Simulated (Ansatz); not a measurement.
How methods differ on [CF3]+ (SMILES F[C+](F)F)

The species is [CF3]+ (4 atoms), meant as a singlet with charge +1. As SMILES, `F[C+](F)F`. Geometry: optimised at B3LYP/def2-SVP.

```xyz
4

F     0.7014   -0.1151    1.0094
C     0.0000    0.0000    0.0000
F    -0.6119   -0.9772   -0.4411
F    -0.0894    1.0923   -0.5683
```

Quantity: the dissociation energy of the C2–F1 bond into doublet [CF2]+ and doublet F (shapes relaxed at B3LYP/def2-SVP, no zero-point term), in eV. The values are calculated.

| level | kind | program | value (eV) | CPU time (all runs) |
| --- | --- | --- | --- | --- |
| HF/def2-TZVPP | Hartree–Fock | Ansatz | 4.26 | 1.2 s |
| SVWN5/def2-TZVPP | LDA | Ansatz | 7.45 | 1.4 s |
| BLYP/def2-TZVPP | GGA | Ansatz | 6.00 | 2.8 s |
| r2SCAN/def2-TZVPP | meta-GGA | Ansatz | 6.07 | 5.8 s |
| PBE0-D4/def2-TZVPP | global hybrid | Ansatz | 6.10 | 2.9 s |
| CAM-B3LYP/def2-TZVPP | range-separated hybrid | Ansatz | 6.10 | 3.4 s |
| B2PLYP/def2-TZVPP | double hybrid | Ansatz | 6.01 | 4.9 s |
| MP2/def2-TZVPP | perturbation theory | Ansatz | 6.34 | 2 s |

The values span 4.26 to 7.45 eV. Hartree–Fock misses the correlation of the electron pair that is broken and comes out low. Measured bond enthalpies also hold zero-point and thermal terms, a few tenths of an eV less. In so small a basis fixed costs decide the times, and correlated methods can beat functionals. CPU times are rough (shared hosts, several kinds of processor and program).
